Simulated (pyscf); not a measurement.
## Routes from H₂S + GaH₃

Candidate steps break at most two bonds and form at most two. Each was searched with GFN2-xTB (tblite) first. Structures and frequencies: ωB97X-D3(BJ)/def2-SVP in PySCF. Energies: ωB97M-D3(BJ)/def2-TZVP, kcal/mol, from the separated reactants, singlet surface; ΔG‡ with ideal gas, 1 atm, RRHO with modes under 100 cm⁻¹ raised to 100, one conformer, R ln 2 for chiral ones without a mode under 150 cm⁻¹.

```csv
products,type,ΔE‡,ΔE,ΔG‡ 298 K,ΔG‡ 900 K,ν‡ (cm⁻¹)
HS–GaH₂ + H₂,four-centre exchange,8.7,-19.3,18.0,36.7,1269i
H₂S + GaH₃,four-centre exchange,59.7,0.0,69.0,88.3,960i
```

Row 1: On the reactant side the descent ends in an adduct with a Ga–S contact, 14.5 kcal/mol under the separated species and 19.6 kcal/mol under the saddle at ωB97X-D3(BJ)/def2-TZVP. Row 2: On the reactant side the descent ends in an adduct with a Ga–S contact, 14.5 kcal/mol under the separated species and 70.9 kcal/mol under the saddle at ωB97X-D3(BJ)/def2-TZVP. On the product side the descent ends in an adduct with a Ga–S contact, 14.5 kcal/mol under the separated species and 70.9 kcal/mol under the saddle at ωB97X-D3(BJ)/def2-TZVP. 

Plain bond fissions and candidates not yet searched are not listed, and one of them may be faster. Each barrier is that of the saddle found; lower ones may exist. Elements up to Kr have no core potential and no relativistic terms here.
